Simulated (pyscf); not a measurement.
Four-centre exchange: H₃C–Si(OH)(OH)–OH + H₂O → CH₄ + HO–Si(OH)(OH)–OH

Gas phase, singlet surface, charge 0. Bonds broken: C1–Si2, O12–H13. Bonds formed: C1–H13, Si2–O12. Single points on ωB97X-D3(BJ)/def2-SVP structures (PySCF, gas phase).

Transition state (Å):

```xyz
14

C     -0.2007     1.4465    -1.1693
Si    -0.6975     0.1764     0.4871
O     -0.6813    -1.4609     0.1684
O     -2.3311     0.4258     0.1380
O     -0.6942     0.9488     1.9707
H      0.7104     1.8927    -1.6113
H     -0.6637     0.8332    -1.9543
H     -0.8674     2.2729    -0.8923
H      0.2041    -1.8284     0.2702
H     -2.7195    -0.3177    -0.3348
H     -1.5996     1.1533     2.2346
O      1.1852     0.1794     0.5823
H      0.7111     0.9406    -0.3392
H      1.4596     0.6585     1.3776
```

One imaginary mode, 1256i cm⁻¹; descent along it reached the two sides named, in the forms told below.

```
bond     change  reactant side (Å)  saddle  product side
-------  ------  -----------------  ------  ------------
C1–Si2   breaks              1.851   2.146           3.8
O12–H13  breaks              0.965   1.286         2.543
C1–H13    forms                3.9   1.333         1.099
Si2–O12   forms                3.2   1.885         1.655
```

Electronic energies relative to the separated reactants (kcal/mol):

| level | barrier | reaction energy | reverse barrier |
|---|---|---|---|
| ωB97X-D3(BJ)/def2-TZVP | 36.8 | -28.0 | 64.8 |
| PBE/def2-TZVP | 31.2 | -27.5 | 58.7 |
| r²SCAN/def2-TZVP | 31.6 | -30.0 | 61.7 |
| B3LYP-D3(BJ)/def2-TZVP | 37.3 | -29.3 | 66.6 |
| PBE0-D3(BJ)/def2-TZVP | 33.4 | -27.6 | 61.0 |
| M06-2X/def2-TZVP | 34.8 | -31.2 | 66.0 |
| ωB97M-D3(BJ)/def2-TZVP | 36.0 | -28.8 | 64.8 |
| HF/def2-TZVP | 59.3 | -33.5 | 92.8 |

With ωB97M-D3(BJ)/def2-TZVP energies and thermal terms (ideal gas, 1 atm, RRHO with modes under 100 cm⁻¹ raised to 100, one conformer, R ln 2 for rigid chiral ones), in kcal/mol:

| T (K) | ΔH‡ | ΔG‡ | ΔH | ΔG |
|---|---|---|---|---|
| 298 | 35.2 | 48.3 | -28.5 | -26.5 |
| 600 | 34.9 | 61.7 | -28.9 | -24.4 |
| 900 | 35.4 | 75.0 | -29.1 | -22.1 |
| 1200 | 36.2 | 88.1 | -29.2 | -19.7 |

On the reactant side the descent ends in a bound adduct, 9.3 kcal/mol under the separated species and 46.1 kcal/mol under the saddle at ωB97X-D3(BJ)/def2-TZVP. One saddle was located; it need not be the lowest between these sides.
